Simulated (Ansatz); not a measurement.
Reaction (substitution at a C–F bond): `FCCCCl` + HCl → `ClCCCCl` + H–F

Computed with Ansatz on PBE0-D4/def2-TZVP structures; ΔE is electronic, products minus reactants. CCSD(T)/CBS is the MP2 limit (def2-TZVPP, def2-QZVPP) plus CCSD(T) − MP2 in def2-TZVPP, frozen cores. This one scheme is used for every species. DFT in def2-TZVPP. B3LYP here is the variant with VWN-RPA as its local correlation; programs differ in this. One conformer a species, not always the lowest.

Question: Is it downhill or uphill in electronic energy at CCSD(T)/CBS, and by how much? (Estimate.)

Answer: Computed: Downhill: ΔE = -5.4 kcal/mol.

Question: What do these levels give: PBE-D4, r2SCAN-D4, B3LYP-D4, B2PLYP, PBE0, B3LYP, HF/def2-TZVPP, MP2/def2-TZVPP, CCSD/def2-TZVPP, HF/def2-QZVPP, MP2/def2-QZVPP, SCS-MP2/def2-QZVPP? (Best estimate.)

Answer: Ansatz gave: PBE-D4 -3.7, r2SCAN-D4 -2.5, B3LYP-D4 -2.6, B2PLYP -2.9, PBE0 -3.3, B3LYP -1.4, HF/def2-TZVPP -0.1, MP2/def2-TZVPP -6.5, CCSD/def2-TZVPP -3.3, HF/def2-QZVPP -0.1, MP2/def2-QZVPP -7.3, SCS-MP2/def2-QZVPP -5.6 kcal/mol.

Largest T1 diagnostic among the species: 0.010.

In def2-TZVPP, CCSD(T) changes the Hartree–Fock value by −3.9 kcal/mol (the triples alone add −0.7 kcal/mol) and MP2 by −6.4 kcal/mol. The D4 term adds −1.3 kcal/mol with B3LYP and −0.7 kcal/mol with PBE0; it sums over pairs of atoms, weighted by their polarisabilities, and B3LYP, whose exchange is more repulsive, gets the larger term.
